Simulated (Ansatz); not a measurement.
Reaction: SiNH5 (SMILES N[SiH3]) → SiH3 (SMILES [SiH3], doublet) + NH2 (SMILES [NH2], doublet) (the N-Si bond breaks)
Each species at its own B3LYP-D3(BJ)/def2-TZVP minimum (Ansatz, a quantum-chemistry and plane-wave program).

Total energies in hartree (Ansatz). UHF or UKS for unpaired electrons; spin-orbit terms are left out. Cores are frozen in correlated methods. No relativity.

```csv
species,HF/cc-pV(T+d)Z,CCSD(T)/cc-pV(T+d)Z,HF/cc-pV(Q+d)Z,CCSD(T)/cc-pV(Q+d)Z,CCSDT(Q)/cc-pV(T+d)Z
1: SiNH5 (SMILES N[SiH3]),-346.35302,-346.74827,-346.36184,-346.77961,-346.74944
"2: SiH3 (SMILES [SiH3], doublet)",-290.64257,-290.78856,-290.64619,-290.79897,-290.78943
"3: NH2 (SMILES [NH2], doublet)",-55.58579,-55.79359,-55.59045,-55.81078,-55.79420
```

**Question.** Work out the bond dissociation energy (electronic) in kJ/mol: take Hartree-Fock from cc-pV(Q+d)Z, extrapolate the CCSD(T) correlation energy as X^-3 (X = 3, 4), and add CCSDT(Q) - CCSD(T) in cc-pV(T+d)Z. 1 hartree = 2625.5 kJ/mol.

**Answer.** 
Species 1: correlation (64·(-0.41777) - 27·(-0.39525))/37 = -0.43420; step -0.00117; E1 = -346.36184 + (-0.43420) + (-0.00117) = -346.79721
Species 2: correlation (64·(-0.15278) - 27·(-0.14599))/37 = -0.15773; step -0.00087; E2 = -290.64619 + (-0.15773) + (-0.00087) = -290.80479
Species 3: correlation (64·(-0.22033) - 27·(-0.20780))/37 = -0.22947; step -0.00061; E3 = -55.59045 + (-0.22947) + (-0.00061) = -55.82053
-1·E1 +1·E2 +1·E3 = 0.17189 hartree = 451.3 kJ/mol.
